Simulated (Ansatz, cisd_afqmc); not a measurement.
System: C2H4Cl, charge 0, doublet. C2H4Cl (SMILES C[CH]Cl, doublet).
B3LYP-D3(BJ)/def2-TZVP minimum from Ansatz (a program for electronic structure):
```
C
H 1 1.0912
H 1 1.0933 2 108.56
H 1 1.0987 2 107.78 3 -115.43
C 1 1.4786 2 109.97 4 -122.43
H 5 1.0789 1 123.97 2 25.15
Cl 5 1.7172 6 114.58 1 -163.45
```
Charge 0, spin multiplicity 2.

Total energies in cc-pV(D+d)Z, 19 correlated electrons, 7 frozen orbitals. Radicals and triplets start from unrestricted determinants; spin-orbit coupling is neglected. Cores are frozen in correlated methods. No relativity. The Monte Carlo rows (phaseless AFQMC, CISD trial, step 0.005/hartree) carry one-sigma bars that omit the constraint's bias. Outlying blocks are dropped, and bars are widened where a walk drifts. Over all cases where full CI ran beside it in this data, AFQMC minus full CI had a median of +0.1 mEh and passed +0.4 mEh in a tenth of the cases.

```json
[
 {"method": "HF", "program": "Ansatz", "energy (Eh)": "-537.53302", "minus CCSDT(Q) (mEh)": "457.17"},
 {"method": "MP2", "program": "Ansatz", "energy (Eh)": "-537.93279", "minus CCSDT(Q) (mEh)": "57.41"},
 {"method": "CCSD", "program": "Ansatz", "energy (Eh)": "-537.97656", "minus CCSDT(Q) (mEh)": "13.64"},
 {"method": "CCSD(T)", "program": "Ansatz", "energy (Eh)": "-537.98845", "minus CCSDT(Q) (mEh)": "1.74"},
 {"method": "CCSDT(Q)", "program": "Ansatz", "energy (Eh)": "-537.99019", "minus CCSDT(Q) (mEh)": "0.00"},
 {"method": "AFQMC/CISD", "program": "cisd_afqmc", "energy (Eh)": "-537.9901 ± 0.0004", "minus CCSDT(Q) (mEh)": "0.1 ± 0.4"}
]
```

Rough core times of Ansatz's runs on a shared machine: CCSD(T) under 20 s, CCSDT(Q) 20 min.
